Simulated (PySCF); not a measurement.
Compound: C₂H₂.
Atom-mapped SMILES: `[CH:1]#[CH:2]` (hydrogens: H3 on C1; H4 on C2)

Method: PySCF, PBE0-D3(BJ)/def2-SVP geometry optimisation, gas phase; density fitting, grid level 1; the optimiser is geomeTRIC in internal coordinates, started from a GFN2-xTB structure with every atom displaced at random (about 0.01 Å).

Step 0: E = -2099.6975 eV
```
atom  x, y, z in Å  |  force x, y, z in eV/Å
C1      0.5600   -0.0311    0.5813   -4.207   0.123  -2.012
C2     -0.5401    0.0033    0.0540    3.794  -0.139   1.814
H3      1.4638   -0.0196    1.0266    2.963  -0.031   1.452
H4     -1.4457    0.0220   -0.4054   -2.550   0.048  -1.254
```

**Question.** Estimate the geometry and energy of step 1. (The exact step hangs on the optimiser's Hessian estimate; all steps are aligned on step 0, rigid shifts and turns removed.)

**Answer.** E = -2099.6605 eV, largest force 3.102 eV/Å
```
atom  x, y, z in Å  |  force x, y, z in eV/Å
C1      0.5642   -0.1205    0.4988    2.417   0.732   1.801
C2     -0.5451    0.1223    0.1209   -2.254  -0.778  -1.662
H3      1.4856    0.0046    1.0741   -0.304  -0.453  -0.536
H4     -1.4667   -0.0317   -0.4372    0.141   0.499   0.397
```

The energy changes by +0.0370 eV. The first-order estimate −F·Δx gives -0.4471 eV and the mean of the old and new forces, exact on a quadratic surface, +0.0174 eV. The step makes an angle of 73° with the force vector and moves no atom by more than 0.137 Å. The energy falls at the start of this step and ends higher, so the step passed the lowest point of its straight line.

What follows is the cost of the whole optimisation. Hardware: an Arm Neoverse N1 with one thread, no GPU, shared host with 64 logical CPUs at a one-minute load of 58. Cost: 3.4 s of wall time, 0.25 GiB resident at most.
